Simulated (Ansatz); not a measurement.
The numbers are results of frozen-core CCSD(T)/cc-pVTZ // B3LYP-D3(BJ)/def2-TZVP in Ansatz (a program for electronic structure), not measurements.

Ansatz 0.2 input:
```yaml
crystal:
  periodic: [false, false, false]
  atoms:
    - { symbol: F, position_ang: [1.187253, -0.56716, -0.000318] }
    - { symbol: B, position_ang: [-0.000001, -0.000003, 0.000057] }
    - { symbol: F, position_ang: [-1.084807, -0.744606, -0.000479] }
    - { symbol: F, position_ang: [-0.102445, 1.311769, 0.000738] }
basis:
  gaussian: { orbitals: cc-pVTZ }
correlation:
  method: ccsd_t
```

Output:

```
Functional definition: HF
757 factors; integrals over basis functions are off by at most 1.3e-3 eV
mean field evaluation 1: about -8795.9767 eV, gradient 3.8e1 eV
mean field evaluation 2: about -8795.9787 eV, gradient 3.8e1 eV
mean field evaluation 4: about -8798.1205 eV, gradient 1.8e0 eV
mean field evaluation 8: about -8798.1299 eV, gradient 2.1e-5 eV
mean field evaluation 16: about -8798.1295 eV, gradient 3.5e-1 eV
mean field -8798.12986019 eV, -323.3253087753 hartree, gradient 1.9e-6 eV, S^2 0.000000; 0 other end points of the search recorded, 0 dependent functions left out
4 core orbitals not correlated
reference -8798.12986019 eV, -323.3253087753 hartree; 12, 12 occupied and 104, 104 virtual orbitals, 757 factors
second order -22.88969277 eV of doubles, -0.00000000 eV of singles
cycle   1  -22.41390719 eV  change    4.8e-1 eV  update   8.7e-2
cycle   2  -22.81971660 eV  change   -4.1e-1 eV  update   2.3e-2
cycle   3  -22.90867456 eV  change   -8.9e-2 eV  update   1.2e-2
cycle   4  -22.88891181 eV  change    2.0e-2 eV  update   2.3e-3
cycle   5  -22.88741277 eV  change    1.5e-3 eV  update   8.6e-4
cycle   6  -22.88800561 eV  change   -5.9e-4 eV  update   1.9e-4
cycle   7  -22.88781424 eV  change    1.9e-4 eV  update   5.7e-5
cycle   8  -22.88779591 eV  change    1.8e-5 eV  update   1.2e-5
perturbative correction -0.66705506 eV, -0.0245138212 hartree
Total energy: -8821.68471116 eV, -324.1909335825 hartree
```

Cost: around 9 core-seconds (rough).
